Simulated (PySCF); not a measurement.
Nitrogen trifluoride, NF3.
Numbering: `[F:1][N:2]([F:3])[F:4]`

Method: PBE0-D3(BJ)/def2-SVP geometry optimisation, gas phase (PySCF 2.14.0); density fitting, grid level 1; the optimiser is geomeTRIC in internal coordinates, started from a GFN2-xTB structure with every atom displaced at random (about 0.01 Å).

Step 0: E = -9618.1736 eV
```
atom  x, y, z in Å  |  force x, y, z in eV/Å
F1     -0.5241    1.0764   -0.1520   -0.141   0.255  -0.313
N2     -0.0049   -0.0016    0.4254    0.741  -0.574   0.113
F3     -0.6970   -1.0269   -0.1573    0.598   0.469  -0.006
F4      1.2640   -0.0733   -0.1492   -1.198  -0.150   0.206
```

Step 1: E = -9618.1890 eV
```
atom  x, y, z in Å  |  force x, y, z in eV/Å
F1     -0.5200    1.0716   -0.1603   -0.309   0.583   0.086
N2     -0.0042    0.0045    0.4548    0.564  -0.546  -0.983
F3     -0.6532   -1.0076   -0.1687   -0.345  -0.204   0.382
F4      1.2155   -0.0939   -0.1588    0.090   0.168   0.515
```

Question: Estimate the geometry and energy of step 2. (The exact step hangs on the optimiser's Hessian estimate; all steps are aligned on step 1, rigid shifts and turns removed.)

Answer: E = -9618.2171 eV, largest force 0.450 eV/Å
```
atom  x, y, z in Å  |  force x, y, z in eV/Å
F1     -0.5271    1.0867   -0.1543   -0.074   0.107  -0.168
N2      0.0008    0.0000    0.4313    0.309  -0.317   0.082
F3     -0.6630   -1.0192   -0.1607   -0.088   0.078   0.008
F4      1.2273   -0.0928   -0.1494   -0.146   0.132   0.078
```

The energy changes by -0.0281 eV. The first-order estimate −F·Δx gives -0.0548 eV and the mean of the old and new forces, exact on a quadratic surface, -0.0280 eV. The step makes an angle of 27° with the force vector and moves no atom by more than 0.024 Å.

What follows is the cost of the whole optimisation. Hardware: one thread, Arm Neoverse V1 (aarch64), shared host with 32 logical CPUs at a one-minute load of 10. Cost: 5.1 s, 0.27 GiB resident at most.
